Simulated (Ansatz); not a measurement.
C$_{4}$N$_{2}$ (`N#CC#CC#N`), relaxed with RKS PBE0-D4/def2-TZVP in the Gaussian-basis code of Ansatz from a PBE-D4/def2-SVP geometry. The force threshold is 0.005 eV/Å; the program also tests the step.

Total charge 0; spin multiplicity 1.

Start:

```xyz
6

N    -1.271   -0.588    2.839
C    -0.797   -0.369    1.780
C    -0.248   -0.114    0.554
C     0.248    0.115   -0.554
C     0.797    0.369   -1.780
N     1.272    0.587   -2.839
```

| step | energy (eV) | largest force (eV/Å) | largest move (Å) |
| --- | --- | --- | --- |
| 1 | -7118.3355 | 2.602 | 0.000 |
| 2 | -7118.4453 | 0.205 | 0.044 |
| 3 | -7118.4456 | 0.023 | 0.001 |
| 4 | -7118.4456 | 0.002 | 0.000 |

End:

```xyz
6

N    -1.254   -0.580    2.799
C    -0.790   -0.365    1.764
C    -0.242   -0.112    0.541
C     0.242    0.112   -0.541
C     0.790    0.365   -1.764
N     1.254    0.579   -2.800
```

Run time 9.5 s (4 threads of an Arm Neoverse V1 on a shared host); peak host memory 0.37 GiB.
